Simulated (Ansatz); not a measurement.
Rock-salt TiN, treated with PBE-D3(BJ) (Ansatz, an electronic-structure program, plane waves, PAW).

Run with plane-wave cutoff 500 eV, 16×16×16 k mesh, Fermi–Dirac smearing 0.05 eV, no spin polarisation, scalar-relativistic PAW data made under PBE.

Computed at the level's own relaxed cell.

Task: Give the computed equilibrium volume per atom and equilibrium lattice constant a.

Result: 
equilibrium volume per atom: 9.30 Å³/atom
equilibrium lattice constant a: 4.206 Å

Measured, for comparison: equilibrium volume per atom 9.52 Å³/atom, lattice constant a 4.239 Å (temperature not stated, not corrected to a static lattice; as tabulated in Zhang et al. (2018), doi:10.1088/1367-2630/aac7f0). Computed (rounded) less measured: equilibrium volume per atom -2.3 %, lattice constant a -0.8 %. A static lattice is as a rule a little smaller and stiffer than an uncorrected measurement, which narrows the difference in the lattice constant a and would widen misses of the other sign.

Note: the run has no spin polarisation, so it can have missed a magnetic state.

The computed numbers hold no vibrational or temperature effects.

It cost roughly 17 core-seconds of CPU time.
